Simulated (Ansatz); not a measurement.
SiF2. Charge 0, multiplicity 1. Geometry r2SCAN-D4/def2-TZVP.

```xyz
3

Si    0.427   -0.391    0.363
F    -0.477   -0.766   -0.908
F     0.050    1.157    0.545
```

(1) Estimate the orbital energies around the gap (eV) in Ansatz with HF/def2-TZVP, PBE-D4/def2-TZVP, r2SCANh-D4/def2-TZVP, PBE0-D4/def2-SVP, CAM-B3LYP-D4/def2-TZVP.

## Answers

(1) 
```csv
orbital,HF/def2-TZVP,PBE-D4/def2-TZVP,r2SCANh-D4/def2-TZVP,PBE0-D4/def2-SVP,CAM-B3LYP-D4/def2-TZVP
HOMO−13,-715.74,-660.33,-671.57,-674.19,-673.89
HOMO−12,-168.82,-139.17,-145.94,-147.17,-147.45
HOMO−11,-117.20,-96.02,-100.29,-101.96,-102.85
HOMO−10,-117.17,-95.92,-100.20,-101.92,-102.77
HOMO−9,-117.16,-95.82,-100.10,-101.81,-102.67
HOMO−8,-43.92,-30.25,-33.20,-33.20,-35.26
HOMO−7,-43.31,-29.69,-32.64,-32.56,-34.66
HOMO−6,-21.62,-13.79,-15.16,-15.75,-17.57
HOMO−5,-19.72,-12.05,-13.41,-13.92,-15.72
HOMO−4,-19.05,-11.26,-12.59,-13.16,-15.00
HOMO−3,-18.69,-11.24,-12.55,-13.10,-14.89
HOMO−2,-17.90,-10.48,-11.77,-12.24,-14.06
HOMO−1,-17.57,-9.97,-11.29,-11.80,-13.60
HOMO,-11.04,-7.09,-7.78,-8.20,-9.70
LUMO,0.95,-2.96,-2.55,-1.99,-1.03
LUMO+1,3.22,-0.49,0.17,0.92,1.29
LUMO+2,4.03,0.24,1.04,2.02,2.02
LUMO+3,7.70,4.11,5.26,5.33,5.71
LUMO+4,8.01,4.25,5.61,10.51,5.87
LUMO+5,9.34,4.98,6.21,11.71,6.92
```
